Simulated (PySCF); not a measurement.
PySCF job for silicon monoxide cation (OSi), SMILES O=[Si] (connectivity only; charge and spin as stated), charge +1, multiplicity 2, TDA-B3LYP/def2-TZVPD. The structure is a stationary point at B3LYP-D3(BJ)/def2-TZVPD. The spin state was assumed, not searched.

```python
import numpy as np
from pyscf import gto, scf, dft, tdscf

mol = gto.M(
    atom='''
    Si    0.00000000    0.00000000   -0.55370658
    O     0.00000000    0.00000000    0.96898652
    ''',
    basis='def2-TZVPD',
    charge=1,
    spin=1,
    max_memory=1600,
    verbose=4,
)
mf = dft.UKS(mol, xc='b3lyp').density_fit(auxbasis='def2-universal-jkfit')
mf.grids.level = 3
mf.conv_tol = 1e-9
mf.max_cycle = 100
mf.kernel()
fine, coarse = mf.grids, dft.Grids(mol).set(level=1).build(with_non0tab=True)
for _ in range(3):  # follow internal instabilities
    mf.grids = coarse
    mo, _, stable, _ = mf.stability(return_status=True, nroots=4)
    mf.grids = fine
    if stable:
        break
    mf.kernel(mf.make_rdm1(mo, mf.mo_occ))
mf.grids = dft.Grids(mol).set(level=1).build(with_non0tab=True)  # coarser grid for the response kernel
td = tdscf.TDA(mf)
td.nstates = 10
td.conv_tol = 1e-4
td.positive_eig_threshold = 1e-6
td.kernel(x0=td.get_init_guess(mf, 15))
td.analyze()
```

Log of the run:

```
PySCF version 2.14.0

[INPUT] verbose = 4
[INPUT] num. atoms = 2
[INPUT] num. electrons = 21
[INPUT] charge = 1
[INPUT] spin (= nelec alpha-beta = 2S) = 1
[INPUT] symmetry False subgroup None
[INPUT] Mole.unit = angstrom
[INPUT] Symbol           X                Y                Z      unit          X                Y                Z       unit  Magmom
[INPUT]  1 Si     0.000000000000   0.000000000000  -0.553706580000 AA    0.000000000000   0.000000000000  -1.046353789570 Bohr   0.0
[INPUT]  2 O      0.000000000000   0.000000000000   0.968986520000 AA    0.000000000000   0.000000000000   1.831119141195 Bohr   0.0

nuclear repulsion = 38.9230420910425
number of shells = 29
number of NR pGTOs = 124
number of NR cGTOs = 83
basis = def2-TZVPD
ecp = {}


[settings echo left out]
init E= -364.768991421703
  alpha nocc = 11  HOMO = -0.317967795973878  LUMO = -0.094762701026182
  beta  nocc = 10  HOMO = -0.463414360435788  LUMO = -0.317967795973885

WARN: HOMO -0.317967795973878 >= LUMO -0.317967795973885

cycle= 1 E= -364.0568248199  delta_E= 0.712  |g|= 0.764  |ddm|= 1.11
  alpha nocc = 11  HOMO = -0.408180630837371  LUMO = -0.284699605053715
  beta  nocc = 10  HOMO = -0.512906104598441  LUMO = -0.381196130094956
  HOMO = -0.408180630837  LUMO = -0.381196130095  gap/eV = 0.73429
cycle= 2 E= -358.891345285663  delta_E= 5.17  |g|= 2.65  |ddm|= 2.13
  alpha nocc = 11  HOMO = -0.649010213913297  LUMO = -0.357623150373412
  beta  nocc = 10  HOMO = -0.645985337677682  LUMO = -0.555138027022991
  HOMO = -0.645985337678  LUMO = -0.555138027023  gap/eV = 2.47208
cycle= 3 E= -364.356207162723  delta_E= -5.46  |g|=  0.1  |ddm|= 1.71
  alpha nocc = 11  HOMO = -0.627229694105261  LUMO = -0.351965457370349
  beta  nocc = 10  HOMO = -0.620173274891822  LUMO = -0.536231291153378
  HOMO = -0.620173274892  LUMO = -0.536231291153  gap/eV = 2.28418
cycle= 4 E= -364.357575495467  delta_E= -0.00137  |g|= 0.126  |ddm|= 0.254
  alpha nocc = 11  HOMO = -0.64180453402147  LUMO = -0.354139331753749
  beta  nocc = 10  HOMO = -0.634076030736644  LUMO = -0.534925743559661
  HOMO = -0.634076030737  LUMO = -0.53492574356  gap/eV = 2.69802
cycle= 5 E= -364.361998595165  delta_E= -0.00442  |g|= 0.0893  |ddm|= 0.0514
  alpha nocc = 11  HOMO = -0.649344554238121  LUMO = -0.352620355631755
  beta  nocc = 10  HOMO = -0.639081418813248  LUMO = -0.530750790346872
  HOMO = -0.639081418813  LUMO = -0.530750790347  gap/eV = 2.94783
cycle= 6 E= -364.365127895192  delta_E= -0.00313  |g|= 0.0435  |ddm|= 0.0468
  alpha nocc = 11  HOMO = -0.657982470706587  LUMO = -0.352849832415055
  beta  nocc = 10  HOMO = -0.644398508322712  LUMO = -0.529336489582128
  HOMO = -0.644398508323  LUMO = -0.529336489582  gap/eV = 3.13100
cycle= 7 E= -364.36604281797  delta_E= -0.000915  |g|= 0.00217  |ddm|= 0.0352
  alpha nocc = 11  HOMO = -0.65737433445861  LUMO = -0.352177935282339
  beta  nocc = 10  HOMO = -0.643465977050659  LUMO = -0.528856490150154
  HOMO = -0.643465977051  LUMO = -0.52885649015  gap/eV = 3.11868
cycle= 8 E= -364.366048995379  delta_E= -6.18e-06  |g|= 0.000705  |ddm|= 0.00618
  alpha nocc = 11  HOMO = -0.657565588764008  LUMO = -0.352215148995575
  beta  nocc = 10  HOMO = -0.643264348436456  LUMO = -0.528834227983594
  HOMO = -0.643264348436  LUMO = -0.528834227984  gap/eV = 3.11380
cycle= 9 E= -364.366050191336  delta_E= -1.2e-06  |g|= 0.000243  |ddm|= 0.00193
  alpha nocc = 11  HOMO = -0.657634181346119  LUMO = -0.352238662821812
  beta  nocc = 10  HOMO = -0.643173625573996  LUMO = -0.528818139127573
  HOMO = -0.643173625574  LUMO = -0.528818139128  gap/eV = 3.11177
cycle= 10 E= -364.3660503305  delta_E= -1.39e-07  |g|= 0.000141  |ddm|= 0.000682
  alpha nocc = 11  HOMO = -0.657674213325698  LUMO = -0.3522418180048
  beta  nocc = 10  HOMO = -0.643170013060263  LUMO = -0.528813008281425
  HOMO = -0.64317001306  LUMO = -0.528813008281  gap/eV = 3.11181
cycle= 11 E= -364.366050350478  delta_E= -2e-08  |g|= 4.03e-05  |ddm|= 0.000237
  alpha nocc = 11  HOMO = -0.65769476653507  LUMO = -0.352244774733619
  beta  nocc = 10  HOMO = -0.643173617472793  LUMO = -0.528813564881446
  HOMO = -0.643173617473  LUMO = -0.528813564881  gap/eV = 3.11190
cycle= 12 E= -364.366050352703  delta_E= -2.22e-09  |g|= 4.74e-06  |ddm|= 0.000116
  alpha nocc = 11  HOMO = -0.657695611222373  LUMO = -0.352243982413571
  beta  nocc = 10  HOMO = -0.643173269952464  LUMO = -0.528812703454129
  HOMO = -0.643173269952  LUMO = -0.528812703454  gap/eV = 3.11191
cycle= 13 E= -364.36605035273  delta_E= -2.79e-11  |g|= 1.83e-06  |ddm|= 1.43e-05
  alpha nocc = 11  HOMO = -0.65769663236337  LUMO = -0.352243960913471
  beta  nocc = 10  HOMO = -0.643174303757849  LUMO = -0.528813114276893
  HOMO = -0.643174303758  LUMO = -0.528813114277  gap/eV = 3.11193
Extra cycle  E= -364.366050352717  delta_E= 1.4e-11  |g|= 5.96e-06  |ddm|= 4.67e-06
converged SCF energy = -364.366050352717  <S^2> = 0.75913992  2S+1 = 2.0091191
tot grids = 11592
uhf_internal: lowest eigs of H = [0.02529897 0.0253006  0.22287774 0.31041025]
<class 'pyscf.df.df_jk.DFUKS'> wavefunction is stable in the internal stability analysis
tot grids = 11592
Overwritten attributes  positive_eig_threshold  of <class 'pyscf.tdscf.uks.TDA'>


******** <class 'pyscf.tdscf.uks.TDA'> for <class 'pyscf.df.df_jk.DFUKS'> ********
nstates = 10
deg_eia_thresh = 1.000e-03
wfnsym = None
conv_tol = 0.0001
eigh lindep = 1e-12
eigh level_shift = 0
eigh max_cycle = 100


Excitation energies (eV)
[0.60751797 0.60751797 3.7893588  5.36531555 5.63281645 5.63283337
 6.03704358 6.03704358 6.07623978 6.18012884]

** Excitation energies and oscillator strengths **
Excited State   1:      0.60752 eV   2040.83 nm  f=0.0008
      10b ->   11b      0.99428
Excited State   2:      0.60752 eV   2040.83 nm  f=0.0008
       9b ->   11b     -0.99428
Excited State   3:      3.78936 eV    327.19 nm  f=0.0600
       9a ->   14a     -0.11666
      10a ->   12a      0.11270
      10a ->   13a     -0.24243
      11a ->   12a      0.24243
      11a ->   13a      0.11270
       8b ->   11b      0.89869
       9b ->   13b      0.11707
      10b ->   12b      0.11707
Excited State   4:      5.36532 eV    231.08 nm  f=0.0010
      10a ->   12a     -0.19582
      10a ->   13a      0.42126
      11a ->   12a     -0.42126
      11a ->   13a     -0.19582
       8b ->   11b      0.13902
       9b ->   13b      0.51558
      10b ->   12b      0.51558
Excited State   5:      5.63282 eV    220.11 nm  f=0.0000
      10a ->   12a     -0.48597
      10a ->   13a     -0.19187
      11a ->   12a     -0.19187
      11a ->   13a      0.48597
       9b ->   12b      0.42510
       9b ->   13b     -0.20296
      10b ->   12b      0.20296
      10b ->   13b      0.42510
Excited State   6:      5.63283 eV    220.11 nm  f=0.0000
      10a ->   12a     -0.19187
      10a ->   13a      0.48597
      11a ->   12a      0.48597
      11a ->   13a      0.19187
       9b ->   12b     -0.20296
       9b ->   13b     -0.42509
      10b ->   12b      0.42509
      10b ->   13b     -0.20296
Excited State   7:      6.03704 eV    205.37 nm  f=0.0271
       9a ->   12a     -0.92279
       8b ->   12b      0.24147
       8b ->   13b      0.27731
Excited State   8:      6.03704 eV    205.37 nm  f=0.0271
       9a ->   13a      0.92279
       8b ->   12b      0.27731
       8b ->   13b     -0.24147
Excited State   9:      6.07624 eV    204.05 nm  f=0.0000
      10a ->   12a      0.64034
      10a ->   13a      0.29766
      11a ->   12a     -0.29766
      11a ->   13a      0.64034
Excited State  10:      6.18013 eV    200.62 nm  f=0.0000
       9b ->   12b     -0.70574
      10b ->   13b      0.70574

** Transition electric dipole moments (AU) **
state          X           Y           Z        Dip. S.      Osc.
  1         0.1131     -0.2019      0.0000      0.0535      0.0008
  2         0.2019      0.1131      0.0000      0.0535      0.0008
  3         0.0000      0.0000      0.8041      0.6467      0.0600
  4        -0.0000     -0.0000      0.0851      0.0072      0.0010
  5         0.0000      0.0000     -0.0000      0.0000      0.0000
  6        -0.0000     -0.0000     -0.0000      0.0000      0.0000
  7        -0.1288     -0.4084     -0.0000      0.1834      0.0271
  8         0.4084     -0.1288     -0.0000      0.1834      0.0271
  9         0.0000      0.0000     -0.0000      0.0000      0.0000
 10         0.0000     -0.0000     -0.0000      0.0000      0.0000

** Transition velocity dipole moments (imaginary part, AU) **
state          X           Y           Z        Dip. S.      Osc.
  1        -0.0045      0.0080     -0.0000      0.0001      0.0025
  2        -0.0080     -0.0045      0.0000      0.0001      0.0025
  3         0.0000      0.0000     -0.0336      0.0011      0.0054
  4         0.0000      0.0000     -0.0186      0.0003      0.0012
  5        -0.0000      0.0000      0.0000      0.0000      0.0000
  6         0.0000      0.0000     -0.0000      0.0000      0.0000
  7        -0.0155     -0.0491      0.0000      0.0026      0.0079
  8         0.0491     -0.0155     -0.0000      0.0026      0.0079
  9         0.0000     -0.0000      0.0000      0.0000      0.0000
 10         0.0000     -0.0000      0.0000      0.0000      0.0000

** Transition magnetic dipole moments (imaginary part, AU) **
state          X           Y           Z
  1         0.3104      0.1738      0.0000
  2        -0.1738      0.3104      0.0000
  3         0.0000      0.0000      0.0000
  4         0.0000     -0.0000     -0.0000
  5        -0.0000      0.0000     -0.0000
  6         0.0000     -0.0000     -0.0000
  7         0.8096     -0.2552     -0.0000
  8         0.2552      0.8096     -0.0000
  9        -0.0000      0.0000      0.0000
 10         0.0000     -0.0000      0.0000
```

The calculation finished and met its thresholds.
